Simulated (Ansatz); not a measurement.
The same path of CH7Si2 (10 atoms, charge -1, multiplicity 1) was run twice with different band settings. The coordinate that changes most is the dihedral Si1–C2–Si3–H10.

All numbers below come from RKS B3LYP-D4/cc-pVDZ (Ansatz 0.2.0).

Relaxed end points:

```xyz
10
Properties=species:S:1:pos:R:3
Si -1.124 0.861 -0.737
C -0.070 -0.574 -0.478
Si 1.121 -0.741 0.860
H -2.538 0.547 -1.237
H -0.741 1.960 -1.749
H -1.331 1.656 0.537
H 0.040 -1.267 -1.327
H 1.243 -2.150 1.448
H 0.783 0.145 2.042
H 2.617 -0.436 0.640
```

```xyz
10
Properties=species:S:1:pos:R:3
Si -0.983 0.919 -0.857
C -0.356 -0.634 -0.197
Si 1.045 -0.774 0.923
H -2.505 0.992 -1.010
H -0.568 1.419 -2.256
H -0.624 2.100 0.024
H -0.669 -1.555 -0.715
H 2.458 -1.104 0.398
H 0.916 -1.866 1.989
H 1.285 0.504 1.702
```

Common settings: movable images 5; spring 5.0 eV/Å²; start path through a guess of the saddle point; force threshold 0.05 eV/Å; iteration limit 60; end points relaxed.

| run | climbing image | optimiser |
| --- | --- | --- |
| 1 | yes | quadratic models (default) |
| 2 | from the first iteration | lbfgs |

(1) What does each run give, and how far can it be trusted?

## Answers

(1) Run 1: converged after 23 iterations, highest image 0.054 eV above the first end. A vibrational analysis at the climbing image gives one clearly imaginary mode, 163i cm⁻¹: a first-order saddle point.
Run 2: converged after 32 iterations, highest image 0.071 eV above the first end. The order of the stationary point at the top wasn't checked.
Limits of this set-up: an anion without diffuse functions, the dipole of an ion depends on the origin.
